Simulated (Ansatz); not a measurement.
Two isomers of CH4N: A = `[CH2]N`•, B = `C[NH]`•.

Calculated with Ansatz (gas phase, PBE0-D4/def2-TZVP geometries, no zero-point term in ΔE). CCSD(T)/CBS adds triple-zeta CCSD(T) − MP2 to the extrapolated MP2 energy (def2 sets, frozen cores). Functionals use def2-TZVPP. B3LYP here is the variant with VWN-RPA as its local correlation; programs differ in this. Open shells (•) are unrestricted, without spin–orbit coupling.

Task: Which isomer does CCSD(T)/CBS put lower? Give the gap. (Estimate.)

Result: The calculation gave: A, by 7.8 kcal/mol.

Task: Give E(B) − E(A) in kcal/mol with MP2/def2-TZVPP, CCSD(T)/def2-SVP, PBE0-D4, B3LYP, r2SCAN-D4, HF/def2-TZVPP, PBE-D4. (Estimate.)

Result: Computed: MP2/def2-TZVPP 9.6, CCSD(T)/def2-SVP 5.5, PBE0-D4 7.7, B3LYP 7.4, r2SCAN-D4 7.1, HF/def2-TZVPP 0.3, PBE-D4 8.7. None reverses the order clearly.

Task: Does the order hold for the free energy at 298.15 K (harmonic terms from PBE0-D4)? (Best estimate.)

Result: Ansatz gave: Yes: G(B) − G(A) = +6.8 kcal/mol.

Largest T1 diagnostic: 0.016.

From BLYP to BHLYP (50 % exact exchange), in def2-TZVPP and without D4, E(B) − E(A) moves by −2.1 kcal/mol. At CCSD(T), def2-SVP lies −2.3 kcal/mol from the extrapolated value and def2-TZVPP −1.3 kcal/mol.
